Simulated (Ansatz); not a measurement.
C3H10Si, SMILES `CC[SiH2]C`, relaxed with RKS PBE-D4/def2-SVP in the Gaussian-basis code of Ansatz from a rough embedded geometry. The force threshold is 0.03 eV/Å; the program also tests the step.

Total charge 0; spin multiplicity 1.

Start:

```xyz
14

C    -1.055   -0.835    1.155
C    -0.494    0.506    0.969
Si    0.093    0.836   -0.759
C     1.422   -0.233   -1.346
H    -0.340   -1.676    0.978
H    -1.419   -0.988    2.242
H    -1.964   -1.039    0.539
H     0.317    0.666    1.623
H    -1.271    1.289    1.262
H    -1.060    0.744   -1.702
H     0.559    2.283   -0.830
H     2.299   -0.158   -0.619
H     1.788   -0.080   -2.265
H     1.125   -1.315   -1.247
```

```json
{"step": "1", "energy (eV)": "-11137.9594", "largest force (eV/Å)": "5.391", "largest move (Å)": "0.000"}
{"step": "2", "energy (eV)": "-11138.4641", "largest force (eV/Å)": "1.563", "largest move (Å)": "0.070"}
{"step": "3", "energy (eV)": "-11138.5343", "largest force (eV/Å)": "0.198", "largest move (Å)": "0.043"}
{"step": "4", "energy (eV)": "-11138.5382", "largest force (eV/Å)": "0.042", "largest move (Å)": "0.051"}
{"step": "5", "energy (eV)": "-11138.5386", "largest force (eV/Å)": "0.012", "largest move (Å)": "0.007"}
```

End:

```xyz
14

C    -1.088   -0.877    1.199
C    -0.519    0.534    0.995
Si    0.078    0.895   -0.773
C     1.460   -0.286   -1.301
H    -0.332   -1.662    0.988
H    -1.439   -1.036    2.240
H    -1.952   -1.069    0.529
H     0.335    0.716    1.686
H    -1.280    1.303    1.253
H    -1.086    0.760   -1.726
H     0.571    2.320   -0.852
H     2.338   -0.193   -0.629
H     1.797   -0.066   -2.335
H     1.117   -1.340   -1.274
```

Hardware: 4 threads of a server CPU on a shared host. Wall time 4.5 s, peak host memory 0.17 GiB.
